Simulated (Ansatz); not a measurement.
Input file:

```yaml
crystal:
  periodic: [false, false, false]
  atoms:
    - {symbol: C, position_ang: [0.000000, 0.000000, 0.000000]}
    - {symbol: H, position_ang: [1.093152, 0.013897, -0.000233]}
    - {symbol: H, position_ang: [-0.558612, 0.939744, -0.002802]}
    - {symbol: H, position_ang: [-0.534540, -0.953642, 0.003036]}
basis:
  gaussian: {orbitals: cc-pVDZ}
total_charge: 1
magnetization: {spin_polarized: false}
correlation: {method: ccsd_t, electrons: outside_noble_gas}
output: {forces: true}
```

```sh
$ ansatz run in.yaml --threads 1 --pin off --events-out ev --progress --plain --max-ram 2393MiB
```

Log:

```
259 factors; integrals over basis functions are off by at most 1.5e-3 eV
mean field evaluation 1: about -1067.2359 eV, gradient 1.2e1 eV
mean field evaluation 2: about -1067.2349 eV, gradient 1.2e1 eV
mean field evaluation 4: about -1067.6572 eV, gradient 5.9e-1 eV
mean field evaluation 8: about -1067.6584 eV, gradient 4.3e-7 eV
mean field -1067.65841048 eV, -39.2357229004 hartree, gradient 8.9e-7 eV, S^2 0.000000; 0 other end points of the search recorded, 0 dependent functions left out
1 core orbitals not correlated: weight in the atoms' cores, before any rotation towards them, 1.000 or more for the frozen orbitals, at most 0.000 for the correlated occupied ones
reference -1067.65841048 eV, -39.2357229004 hartree; 3, 3 occupied and 25, 25 virtual orbitals, 259 factors
second order -2.88422935 eV of doubles, -0.00000000 eV of singles
cycle   1  -3.36993330 eV  change   -4.9e-1 eV  update   4.0e-2
cycle   2  -3.52630865 eV  change   -1.6e-1 eV  update   1.3e-2
cycle   3  -3.52920090 eV  change   -2.9e-3 eV  update   2.0e-3
cycle   4  -3.52935358 eV  change   -1.5e-4 eV  update   2.7e-4
cycle   5  -3.52932499 eV  change    2.9e-5 eV  update   6.8e-5
cycle   6  -3.52932868 eV  change   -3.7e-6 eV  update   1.9e-5
cycle   7  -3.52933376 eV  change   -5.1e-6 eV  update   5.9e-6
perturbative correction -0.05014592 eV, -0.0018428284 hartree
the calculation of the forces begins
mean field evaluation 16: about -1067.6597 eV, gradient 1.7e-2 eV
Total energy: -1071.23789016 eV, -39.3672663523 hartree
Atom 0 at     0.000000     0.000000     0.000000 Å, force    -0.000003    -0.000000     0.000000 eV/Å
Atom 1 at     1.093152     0.013897    -0.000233 Å, force     0.426542     0.005423    -0.000091 eV/Å
Atom 2 at    -0.558612     0.939744    -0.002802 Å, force    -0.217966     0.366680    -0.001093 eV/Å
Atom 3 at    -0.534540    -0.953642     0.003036 Å, force    -0.208573    -0.372103     0.001184 eV/Å
Dipole moment:    -0.000000    -0.000000     0.000000 e Å
```

Forces (eV/Å):
```
C    0.000  0.000  0.000
H    0.427  0.005  0.000
H   -0.218  0.367 -0.001
H   -0.209 -0.372  0.001
```

For the same geometry and basis full CI lies 11.4 meV lower.

Ran on 1 thread of AMD EPYC 7B13, shared host: 0.33 s wall, 0.09 GiB peak host memory.
